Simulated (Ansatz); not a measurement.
# CH5FSi: one structure at several levels

One table from this session's results is given with a row withheld; the runs are named, their logs left out.

Method: single points in def2-TZVPP; program: Ansatz 0.2.0, Gaussian basis.

Cores are frozen in the correlated methods.

## The starting structure

8 atoms, charge 0, spin multiplicity 1.

Atoms are counted from 1 here; the program's logs count them from 0.

Bond lengths: Si1–C2 1.780 Å, Si1–H3 1.682 Å, Si1–H5 1.636 Å, C2–H6 0.941 Å, C2–H7 0.945 Å, C2–H8 1.334 Å. Angles: C2–Si1–H3 126.7°, C2–Si1–H5 111.0°, H3–Si1–H5 113.4°, Si1–C2–H6 120.0°, Si1–C2–H7 118.0°, Si1–C2–H8 116.0°, H6–C2–H7 112.4°, H6–C2–H8 86.0°, H7–C2–H8 97.7°.

Coordinates:

```mol
CH5FSi
  3D, bonds by distance, orders not assigned

  8  6  0  0  0  0  0  0  0  0999 V2000
   -0.7962   -0.0828   -0.1219 Si  0  0
    0.8116   -0.7314    0.2813 C   0  0
   -1.2043    0.8220   -1.4799 H   0  0
   -0.7829    1.9782   -0.9684 F   0  0
   -1.5986    0.3741    1.2291 H   0  0
    1.5499   -0.5320   -0.2673 H   0  0
    0.8599   -1.6006    0.6485 H   0  0
    1.4751   -0.0928    1.2463 H   0  0
  1  2  8  0
  1  3  8  0
  1  5  8  0
  2  6  8  0
  2  7  8  0
  2  8  8  0
M  END
```

The first run:

File run/in.yaml:

```yaml
crystal:
  periodic: [false, false, false]
  atoms:
    - {symbol: Si, position_ang: [-0.796200, -0.082800, -0.121900]}
    - {symbol: C, position_ang: [0.811600, -0.731400, 0.281300]}
    - {symbol: H, position_ang: [-1.204300, 0.822000, -1.479900]}
    - {symbol: F, position_ang: [-0.782900, 1.978200, -0.968400]}
    - {symbol: H, position_ang: [-1.598600, 0.374100, 1.229100]}
    - {symbol: H, position_ang: [1.549900, -0.532000, -0.267300]}
    - {symbol: H, position_ang: [0.859900, -1.600600, 0.648500]}
    - {symbol: H, position_ang: [1.475100, -0.092800, 1.246300]}
basis:
  gaussian: {orbitals: def2-TZVPP}
correlation: {method: ccsd_t}
output: {forces: true}
```

No record of the launch command was kept for these runs.

Steps of the session up to this table: CCSD(T)/def2-TZVPP; PBE0-D4/def2-TZVPP; wB97M-V/def2-TZVPP; r2SCAN-D4/def2-TZVPP; PBE-D4/def2-TZVPP; LC-wPBE/def2-TZVPP; BHLYP-D4/def2-TZVPP.

One of the session's tables, all rows but one given; the rest of the session is left out.

| method | RMS force component (eV/Å) | angle to CCSD(T) forces (°) | dipole (D) |
| --- | --- | --- | --- |
| CCSD(T) | 3.177 | reference | 3.68 |
| PBE0-D4 | 3.180 | 1.7 | 3.81 |
| wB97M-V | 3.167 | 1.5 | 3.88 |
| r2SCAN-D4 | 3.141 | 2.2 | 3.63 |
| PBE-D4 | 3.154 | 3.8 | 3.49 |
| LC-wPBE | 3.258 | 2.4 | 3.99 |
| BHLYP-D4 | ? | ? | ? |

Q: Estimate the row for BHLYP-D4 from the others.

As computed: RMS force component (eV/Å): 3.133; angle to CCSD(T) forces (°): 2.5; dipole (D): 4.15. In the column «RMS force component (eV/Å)» it is the lowest.
